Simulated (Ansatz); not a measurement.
# One shape, several levels: OF (Oxygen monofluoride)

We compute a comparison of 6 runs (UCAM-B3LYP/STO-3G, UPBE/STO-3G, USVWN5/STO-3G, UMP2/STO-3G, UBCCD(T)/STO-3G, UCCSDT/STO-3G) of OF (Oxygen monofluoride). 

The calculation is run with Ansatz 0.2.0.

43 further runs of the same task are left out: 6 that didn't finish, 37 set aside as unsound or not needed.

### 1 Starting point

OF: 2 atoms, total charge 0, spin state doublet. SMILES: `[O]F`. The F2–O1 distance was set to 1.623 Å, away from the relaxed value.

Bond lengths: O1–F2 1.623 Å.

### 2 A single-point energy at UCAM-B3LYP/STO-3G (run 1)

Input file job.yaml:

```yaml
basis:
  gaussian:
    orbitals: STO-3G
crystal:
  periodic: [false, false, false]
  atoms:
    - symbol: O
      position_ang: [0.000000, 0.000000, -0.324650]
    - symbol: F
      position_ang: [0.000000, 0.000000, 1.298450]
magnetization:
  spin_polarized: true
  initial_magnetization: 1
hamiltonian:
  xc: {name: CAM-B3LYP}
accuracy: high
```

Launch:

```console
$ ansatz run job.yaml --threads 1 --pin off --max-ram 2610MiB --events-out events.jsonl --progress --plain --runs-dir runs
```

Output:

```text
Warning: RAYON_NUM_THREADS=1 ignored (pool sized by the plan → 1); use --threads N
Functional definition: CAM-B3LYP
  name "CAM-B3LYP"
  parameter alpha = 0.19
  parameter beta = 0.46
  parameter omega = 0.33/bohr
  parameter ac = 0.81
  exchange = (1 - alpha - beta)*b88_x + beta*b88_x_sr(omega) + alpha*exact_x + beta*exact_x_lr(omega)
  correlation = (1 - ac)*vwn5_c + ac*lyp_c
149 factors; integrals over basis functions are off by at most 4.4e-8 eV
85 factors; integrals over basis functions are off by at most 9.3e-10 eV
mean field evaluation 1: about -4689.1064 eV, gradient 3.3e0 eV
mean field evaluation 2: about -4689.2314 eV, gradient 3.1e0 eV
mean field evaluation 4: about -4689.3520 eV, gradient 8.7e-1 eV
mean field evaluation 8: about -4689.4150 eV, gradient 2.2e-1 eV
mean field evaluation 16: about -4689.4046 eV, gradient 4.1e-5 eV
mean field -4689.40463730 eV, -172.3324418281 hartree, gradient 7.8e-8 eV, S^2 0.809966; 1 other end points of the search recorded, 0 dependent functions left out
reference -4689.40464278 eV, -172.3324420297 hartree; 9, 8 occupied and 1, 2 virtual orbitals, 149 factors
Total energy: -4689.40464278 eV, -172.3324420297 hartree
```

Wall time 0.82 s (1 thread of Arm Neoverse V1, shared host).

### 3 The energy at UPBE/STO-3G (run 2)

Input file job.yaml:

```yaml
crystal:
  periodic: [false, false, false]
  atoms:
    - {symbol: O, position_ang: [0.000000, 0.000000, -0.324650]}
    - {symbol: F, position_ang: [0.000000, 0.000000, 1.298450]}
basis:
  gaussian: {orbitals: STO-3G}
magnetization: {spin_polarized: true, initial_magnetization: 1}
hamiltonian: {xc: {name: PBE}}
accuracy: high
```

Launch:

```console
$ ansatz run job.yaml --threads 1 --pin off --max-ram 2610MiB --events-out events.jsonl --progress --plain --runs-dir runs
```

Output:

```text
Warning: RAYON_NUM_THREADS=1 ignored (pool sized by the plan → 1); use --threads N
Functional definition: PBE
  name "PBE"
  parameter kappa = 0.804
  parameter beta = 0.06672455060314922
  exchange = pbe_x(kappa = kappa, mu = beta*pi^2/3)
  correlation = pbe_c(beta = beta)
149 factors; integrals over basis functions are off by at most 4.4e-8 eV
mean field evaluation 1: about -4685.0295 eV, gradient 1.8e1 eV
mean field evaluation 2: about -4674.8368 eV, gradient 2.9e1 eV
mean field evaluation 4: about -4682.8161 eV, gradient 2.7e1 eV
mean field evaluation 8: about -4686.9701 eV, gradient 1.3e-1 eV
mean field evaluation 16: about -4682.9584 eV, gradient 6.0e0 eV
mean field evaluation 32: about -4686.9702 eV, gradient 1.0e-8 eV
mean field -4686.97022304 eV, -172.2429787543 hartree, gradient 1.0e-8 eV, S^2 0.755049; 2 other end points of the search recorded, 0 dependent functions left out
reference -4686.97022355 eV, -172.2429787729 hartree; 9, 8 occupied and 1, 2 virtual orbitals, 149 factors
Total energy: -4686.97022355 eV, -172.2429787729 hartree
```

Wall time 0.88 s (1 thread of Arm Neoverse V1, shared host).

Runs 3 to 4 aren't shown in full; the table further down has their settings and results.

### 4 A single-point energy at UBCCD(T)/STO-3G (run 5)

Input file run.yaml:

```yaml
crystal:
  periodic: [false, false, false]
  atoms:
    - {symbol: O, position_ang: [0.000000, 0.000000, -0.324650]}
    - {symbol: F, position_ang: [0.000000, 0.000000, 1.298450]}
basis:
  gaussian:
    orbitals: STO-3G
magnetization:
  spin_polarized: true
  initial_magnetization: 1
correlation:
  method: bccd_t
  frozen_orbitals: {F: 1, O: 1}
accuracy: high
scf:
  omitted_lower_state_checks: [cluster_reference, increment]
```

Launch:

```console
$ ansatz run run.yaml --threads 1 --pin off --max-ram 2610MiB --events-out events.jsonl --progress --plain --runs-dir runs
```

Output:

```text
Warning: RAYON_NUM_THREADS=1 ignored (pool sized by the plan → 1); use --threads N
[... 15 lines left out ...]
2 core orbitals not correlated: weight in the atoms' cores, before any rotation towards them, 1.000 or more for the frozen orbitals, at most 0.000 for the correlated occupied ones
[... 41 lines left out ...]
Total energy: -4675.96381301 eV, -171.8385006459 hartree
Checks for a lower state left out: cluster_reference, increment
```

It took 0.22 s on 1 thread of Arm Neoverse V1, shared host.

### 5 The energy at UCCSDT/STO-3G (run 6)

run.yaml: that of step 4 with these lines changed.

```diff
@@ -1 +1,4 @@
+basis:
+  gaussian:
+    orbitals: STO-3G
 crystal:
@@ -5,5 +8,2 @@
     - {symbol: F, position_ang: [0.000000, 0.000000, 1.298450]}
-basis:
-  gaussian:
-    orbitals: STO-3G
 magnetization:
@@ -12,3 +12,3 @@
 correlation:
-  method: bccd_t
+  method: ccsdt
   frozen_orbitals: {F: 1, O: 1}
```

Launch:

```console
$ ansatz run run.yaml --threads 1 --pin off --max-ram 2610MiB --events-out events.jsonl --progress --plain --runs-dir runs
```

Output:

```text
Warning: RAYON_NUM_THREADS=1 ignored (pool sized by the plan → 1); use --threads N
[... 15 lines left out ...]
2 core orbitals not correlated: weight in the atoms' cores, before any rotation towards them, 1.000 or more for the frozen orbitals, at most 0.000 for the correlated occupied ones
[... 46 lines left out ...]
Total energy: -4676.01819448 eV, -171.8404991282 hartree
Checks for a lower state left out: cluster_reference, increment
```

Run time: 0.34 s. Hardware: 1 thread of Arm Neoverse V1, shared host.

### 6 Overview of the runs

```csv
run,level,frozen core orbitals,energy (Eh),⟨S²⟩,wall time
1,UCAM-B3LYP/STO-3G,–,-172.332442,0.810,0.82 s
2,UPBE/STO-3G,–,-172.242979,0.755,0.88 s
3,USVWN5/STO-3G,–,-171.195871,0.754,0.54 s
4,UMP2/STO-3G,2,-171.796842,1.429,0.14 s
5,UBCCD(T)/STO-3G,2,-171.838501,1.429,0.22 s
6,UCCSDT/STO-3G,2,-171.840499,1.429,0.34 s
```

### 7 What came out

```
                                          quantity          value
                               run 6: total energy  -171.84050 Eh
run 6: correlation energy (2 core orbitals frozen)      -50.8 mEh
          run 6: ⟨S²⟩ of the reference determinant          1.429
                              run 6: T1 diagnostic          0.072
```

In words: Totals of different functionals can't be ranked against each other. In runs 1, 2, 3, 4, 5, 6 the basis is minimal, so the values are rough. Spin contamination of the reference: run 4 ⟨S²⟩ = 1.43, run 5 ⟨S²⟩ = 1.43, run 6 ⟨S²⟩ = 1.43. Where it is this large, the reference is a mixture of spin states, and values that rest on it are in doubt. All runs together took 2.9 s, the longest 0.88 s.
